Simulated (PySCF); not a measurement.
```yaml
atoms:
  - { symbol: Al, position_ang: [1.4787, -0.0052, 0.0072] }
  - { symbol: Al, position_ang: [-0.7052, 1.2593, 0.0223] }
  - { symbol: Al, position_ang: [-0.7040, -1.2724, 0.0134] }
```

Basis set: cc-pV(T+d)Z (spherical functions). Correlated methods keep 15 orbitals frozen. Charge -1, multiplicity 1.

Starred EOM-CCSD(T)(a) on the restricted Hartree–Fock determinant with PySCF 2.14.0; the energies are vertical.

(1) The solver was asked for the few lowest roots only. Give the ionization energies of singlet Al₃(-) among them whose weight of singles is over 0.7.

Answers

(1)

```tsv
root	energy (eV)	weight of singles
1	1.73	0.96
2	2.03	0.96
```

Higher main lines weren't sought. Caution: large amplitudes, a single reference is doubtful. Caution: no diffuse functions for an anion.
